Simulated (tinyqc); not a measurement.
CCD on RHF in the sto-3g basis, for H2O, spin multiplicity 1, step by step. One step of it, computed by the program tinyqc.

Task: Iteration 1: building the Fock matrix. J_ij = sum D_kl (ij|kl), K_ij = sum D_kl (ik|jl); F = H + J - 0.5 K; E = tr D H + tr D J / 2 - 0.25 tr D K + E_nn.

D at the start:
```
            1O 1s      1O 2s    1O 2px     1O 2py     1O 2pz      2H 1s      3H 1s
1O 1s    2.143251  -0.486859  0.000000  -0.000462   0.020138  -0.016126  -0.016846
1O 2s   -0.486859   2.082224  0.000000   0.003279  -0.105003   0.034228   0.033600
1O 2px   0.000000   0.000000  1.308307   0.000000   0.000000   0.000000   0.000000
1O 2py  -0.000462   0.003279  0.000000   1.174351   0.001831   0.115181  -0.113888
1O 2pz   0.020138  -0.105003  0.000000   0.001831   1.211439   0.059085   0.057821
2H 1s   -0.016126   0.034228  0.000000   0.115181   0.059085   0.995949   0.089567
3H 1s   -0.016846   0.033600  0.000000  -0.113888   0.057821   0.089567   0.998924
```

core Hamiltonian H = T + V (hartree):
```
             1O 1s      1O 2s     1O 2px     1O 2py     1O 2pz      2H 1s      3H 1s
1O 1s   -32.743024  -7.618038   0.000000   0.000776  -0.022648  -1.761714  -1.899260
1O 2s    -7.618038  -9.354691   0.000000   0.007318  -0.264369  -3.778529  -3.977354
1O 2px    0.000000   0.000000  -7.473857   0.000000   0.000000   0.000000   0.000000
1O 2py    0.000776   0.007318   0.000000  -7.606694   0.004836  -1.838094   1.905650
1O 2pz   -0.022648  -0.264369   0.000000   0.004836  -7.602176  -1.906360  -1.975646
2H 1s    -1.761714  -3.778529   0.000000  -1.838094  -1.906360  -5.130337  -2.027114
3H 1s    -1.899260  -3.977354   0.000000   1.905650  -1.975646  -2.027114  -5.255251
```

Two-electron integrals (ij|kl) in chemists' order, unique and non-zero (hartree):
```
(11|11) 4.785065    (21|11) 0.741380    (21|21) 0.136873    (22|11) 1.118947
(22|21) 0.256633    (22|22) 0.817206    (31|31) 0.024477    (32|31) 0.037809
(32|32) 0.180518    (33|11) 1.115814    (33|21) 0.256684    (33|22) 0.817023
(33|33) 0.880159    (41|41) 0.024477    (42|41) 0.037809    (42|42) 0.180518
(43|43) 0.047444    (44|11) 1.115814    (44|21) 0.256684    (44|22) 0.817023
(44|33) 0.785270    (44|44) 0.880159    (51|51) 0.024477    (52|51) 0.037809
(52|52) 0.180518    (53|53) 0.047444    (54|54) 0.047444    (55|11) 1.115814
(55|21) 0.256684    (55|22) 0.817023    (55|33) 0.785270    (55|44) 0.785270
(55|55) 0.880159    (61|11) 0.172860    (61|21) 0.031629    (61|22) 0.058870
(61|33) 0.058758    (61|41) 0.001037    (61|42) 0.001936    (61|44) 0.058932
(61|51) 0.001019    (61|52) 0.001902    (61|54) 0.000171    (61|55) 0.058926
(61|61) 0.007403    (62|11) 0.405436    (62|21) 0.094086    (62|22) 0.329948
(62|33) 0.324474    (62|41) 0.005017    (62|42) 0.037747    (62|44) 0.332675
(62|51) 0.004928    (62|52) 0.037082    (62|54) 0.008056    (62|55) 0.332388
(62|61) 0.022136    (62|62) 0.162633    (63|31) 0.010026    (63|32) 0.057700
(63|43) 0.007915    (63|53) 0.007775    (63|63) 0.023642    (64|11) 0.203622
(64|21) 0.047881    (64|22) 0.179347    (64|33) 0.171144    (64|41) 0.012273
(64|42) 0.077233    (64|44) 0.191342    (64|51) 0.002208    (64|52) 0.019188
(64|54) 0.012067    (64|55) 0.175359    (64|61) 0.011781    (64|62) 0.107377
(64|64) 0.093750    (65|11) 0.200034    (65|21) 0.047037    (65|22) 0.176187
(65|33) 0.168128    (65|41) 0.002208    (65|42) 0.019188    (65|44) 0.172419
(65|51) 0.012195    (65|52) 0.076550    (65|54) 0.012130    (65|55) 0.187820
(65|61) 0.011574    (65|62) 0.105485    (65|64) 0.068873    (65|65) 0.091301
(66|11) 0.533208    (66|21) 0.125750    (66|22) 0.504202    (66|33) 0.483661
(66|41) 0.008971    (66|42) 0.091906    (66|44) 0.514708    (66|51) 0.008813
(66|52) 0.090286    (66|54) 0.030499    (66|55) 0.513623    (66|61) 0.029877
(66|62) 0.307746    (66|64) 0.232135    (66|65) 0.228045    (66|66) 0.774606
(71|11) 0.186561    (71|21) 0.034125    (71|22) 0.063481    (71|33) 0.063363
(71|41) -0.001113   (71|42) -0.002074   (71|44) 0.063547    (71|51) 0.001094
(71|52) 0.002039    (71|54) -0.000181   (71|55) 0.063541    (71|61) 0.007887
(71|62) 0.023254    (71|64) 0.011263    (71|65) 0.012161    (71|66) 0.031063
(71|71) 0.008617    (72|11) 0.428100    (72|21) 0.099303    (72|22) 0.347103
(72|33) 0.341435    (72|41) -0.005273   (72|42) -0.039309   (72|44) 0.349918
(72|51) 0.005184    (72|52) 0.038652    (72|54) -0.008341   (72|55) 0.349637
(72|61) 0.022762    (72|62) 0.144237    (72|64) 0.064972    (72|65) 0.091140
(72|66) 0.230449    (72|71) 0.025186    (72|72) 0.178489    (73|31) 0.010698
(73|32) 0.061145    (73|43) -0.008286   (73|53) 0.008148    (73|63) 0.020599
(73|73) 0.026261    (74|11) -0.211810   (74|21) -0.049796   (74|22) -0.185946
(74|33) -0.177402   (74|41) 0.013034    (74|42) 0.081267    (74|44) -0.198479
(74|51) -0.002297   (74|52) -0.019785   (74|54) 0.012577    (74|55) -0.181757
(74|61) -0.010846   (74|62) -0.063589   (74|64) -0.008329   (74|65) -0.039203
(74|66) -0.087204   (74|71) -0.013220   (74|72) -0.116151   (74|74) 0.101037
(75|11) 0.208269    (75|21) 0.048964    (75|22) 0.182838    (75|33) 0.174436
(75|41) -0.002297   (75|42) -0.019785   (75|44) 0.178865    (75|51) 0.012956
(75|52) 0.080600    (75|54) -0.012641   (75|55) 0.195014    (75|61) 0.011756
(75|62) 0.090314    (75|64) 0.039640    (75|65) 0.076811    (75|66) 0.159283
(75|71) 0.012999    (75|72) 0.114210    (75|74) -0.073526   (75|75) 0.098558
(76|11) 0.200613    (76|21) 0.047021    (76|22) 0.179637    (76|33) 0.174975
(76|41) 0.000031    (76|42) 0.000352    (76|44) 0.177767    (76|51) 0.003806
(76|52) 0.034223    (76|54) 0.000111    (76|55) 0.185974    (76|61) 0.010997
(76|62) 0.090425    (76|64) 0.051243    (76|65) 0.065860    (76|66) 0.180658
(76|71) 0.011853    (76|72) 0.094186    (76|74) -0.052160   (76|75) 0.067857
(76|76) 0.060887    (77|11) 0.548695    (77|21) 0.129340    (77|22) 0.515798
(77|33) 0.494764    (77|41) -0.009364   (77|42) -0.094283   (77|44) 0.526535
(77|51) 0.009207    (77|52) 0.092706    (77|54) -0.031240   (77|55) 0.525481
(77|61) 0.029630    (77|62) 0.224094    (77|64) 0.086772    (77|65) 0.156358
(77|66) 0.381866    (77|71) 0.033143    (77|72) 0.325282    (77|74) -0.241971
(77|75) 0.237926    (77|76) 0.180658    (77|77) 0.774606
```

nuclear repulsion = 9.41730084 hartree

Give: Coulomb J; exchange K; Fock matrix F; total energy of this density.

Result:

Coulomb J (hartree):
```
          1O 1s    1O 2s  1O 2px   1O 2py   1O 2pz   2H 1s    3H 1s
1O 1s   17.2881   3.2457  0.0000  -0.0003   0.0163  0.7512   0.8104
1O 2s    3.2457   8.0852  0.0000  -0.0022   0.1846  3.3029   3.4736
1O 2px   0.0000   0.0000  8.0360   0.0000   0.0000  0.0000   0.0000
1O 2py  -0.0003  -0.0022  0.0000   8.0981  -0.0008  1.7951  -1.8607
1O 2pz   0.0163   0.1846  0.0000  -0.0008   8.0971  1.8365   1.9052
2H 1s    0.7512   3.3029  0.0000   1.7951   1.8365  5.2503   1.8365
3H 1s    0.8104   3.4736  0.0000  -1.8607   1.9052  1.8365   5.3491
```

exchange K (hartree):
```
          1O 1s    1O 2s  1O 2px   1O 2py   1O 2pz   2H 1s    3H 1s
1O 1s    9.9199   1.7012  0.0000  -0.0013   0.0245  0.4384   0.4712
1O 2s    1.7012   2.8441  0.0000  -0.0078   0.2050  1.4124   1.4769
1O 2px   0.0000   0.0000  1.7227   0.0000   0.0000  0.0000   0.0000
1O 2py  -0.0013  -0.0078  0.0000   1.8396  -0.0040  0.5608  -0.5831
1O 2pz   0.0245   0.2050  0.0000  -0.0040   1.8390  0.6701   0.6899
2H 1s    0.4384   1.4124  0.0000   0.5608   0.6701  1.5307   0.8250
3H 1s    0.4712   1.4769  0.0000  -0.5831   0.6899  0.8250   1.5857
```

Fock matrix F (hartree):
```
           1O 1s    1O 2s   1O 2px   1O 2py   1O 2pz    2H 1s    3H 1s
1O 1s   -20.4148  -5.2230   0.0000   0.0011  -0.0186  -1.2297  -1.3245
1O 2s    -5.2230  -2.6916   0.0000   0.0090  -0.1823  -1.1818  -1.2422
1O 2px    0.0000   0.0000  -0.2991   0.0000   0.0000   0.0000   0.0000
1O 2py    0.0011   0.0090   0.0000  -0.4284   0.0061  -0.3234   0.3365
1O 2pz   -0.0186  -0.1823   0.0000   0.0061  -0.4246  -0.4049  -0.4154
2H 1s    -1.2297  -1.1818   0.0000  -0.3234  -0.4049  -0.6454  -0.6031
3H 1s    -1.3245  -1.2422   0.0000   0.3365  -0.4154  -0.6031  -0.6990
```

total energy of this density = -75.563671 hartree

This density is the starting one; it is not idempotent, so its energy is not variational and may lie below the converged one.
